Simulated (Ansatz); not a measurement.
**Si₂H₄ (triplet): from Hartree-Fock to the top rungs at distance Si1–H5 along a hydrogen transfer = 1.485 Å, cc-pVDZ**

How much of the correlation energy of Si₂H₄ (triplet) does each wave-function method recover here?

Method: cc-pVDZ, core rule «outside noble gas», up to 10 orbitals frozen; program: Ansatz 0.2.0, Gaussian basis.

Plan: UHF; CCSD(T) on ROHF; CCSD(T) on UHF; BCCD(T) on ROHF; CISD; CCSDT(Q) on ROHF; CCSDT(Q) on UHF; CASSCF and MRCISD+Q, 4 electrons in 4 orbitals; CASSCF and NEVPT2, 4 electrons in 4 orbitals.

10 further runs of the same task are left out: 10 that didn't finish.

**1. What is computed**

The geometry derives from fragments relaxed apart (PBE0/def2-TZVP) and kept rigid, so it is no stationary point. A hydrogen atom is moved between rigid fragments.

6 atoms, charge 0, spin multiplicity 3.

Atoms are counted from 1 here; the program's logs count them from 0.

Bond lengths: Si1–H2 1.485 Å, Si1–H3 1.485 Å, Si1–H4 1.485 Å, Si1–H5 1.485 Å. Angles: H2–Si1–H3 109.5°, H2–Si1–H4 109.5°, H2–Si1–H5 109.5°, H3–Si1–H4 109.5°, H3–Si1–H5 109.5°, H4–Si1–H5 109.5°.

**2. UHF**

The input, in.yaml:

```yaml
crystal:
  periodic: [false, false, false]
  atoms:
    - {symbol: Si, position_ang: [-1.760162, 0.000000, 0.000000]}
    - {symbol: H, position_ang: [-2.255034, 1.399708, 0.000000]}
    - {symbol: H, position_ang: [-2.255033, -0.699854, 1.212183]}
    - {symbol: H, position_ang: [-2.255034, -0.699854, -1.212182]}
    - {symbol: H, position_ang: [-0.275547, 0.000000, 0.000000]}
    - {symbol: Si, position_ang: [2.012838, 0.000000, 0.000000]}
basis:
  gaussian: {orbitals: cc-pVDZ}
magnetization: {spin_polarized: true, initial_magnetization: 2}
hamiltonian: {xc: hf}
output: {orbitals: {seedname: orbitals}}
```

Launch:

```
ansatz run in.yaml --threads 1 --pin off --events-out ev --progress --plain --max-ram 2393MiB
```

Further steps of the session: CCSD(T) on ROHF; CCSD(T) on UHF; BCCD(T) on ROHF; CISD; CCSDT(Q) on ROHF; CCSDT(Q) on UHF; CASSCF and MRCISD+Q, 4 electrons in 4 orbitals; CASSCF and NEVPT2, 4 electrons in 4 orbitals.

**Question.** What will the summary of the whole plan be? Wanted: UCCSDT(Q) below the RHF energy; RMP2 from UCCSDT(Q); UMP2 from UCCSDT(Q); RCCSD from UCCSDT(Q); RCCSD(T) from UCCSDT(Q); UCCSD(T) from UCCSDT(Q); RCCSDT(Q) from UCCSDT(Q); MRCISD+Q pair from UCCSDT(Q); T1 diagnostic.

The runs gave:

```
                         quantity                                                                  value
   UCCSDT(Q) below the RHF energy                                                             -6.0801 eV
              RMP2 from UCCSDT(Q)                                                        +34.16 kcal/mol
              UMP2 from UCCSDT(Q)                                                        +34.09 kcal/mol
             RCCSD from UCCSDT(Q)                                                         +3.34 kcal/mol
          RCCSD(T) from UCCSDT(Q)                                                         +0.76 kcal/mol
          UCCSD(T) from UCCSDT(Q)                                                         +0.75 kcal/mol
         RCCSDT(Q) from UCCSDT(Q)                                                          0.00 kcal/mol
     MRCISD+Q pair from UCCSDT(Q)                                                          0.00 kcal/mol
levels within 1 kcal/mol (43 meV)  RCCSD(T), UCCSD(T), BCCD(T), RCCSDT, UCCSDT, RCCSDT(Q), MRCISD+Q pair
                    T1 diagnostic                                                                  0.016
```

**Reading.** RCCSD(T) misses by +0.76 kcal/mol, 0.5 % of the correlation energy. These misses are within one basis, not against nature; the frozen cores of restricted and unrestricted runs differ, which can shift their rows.
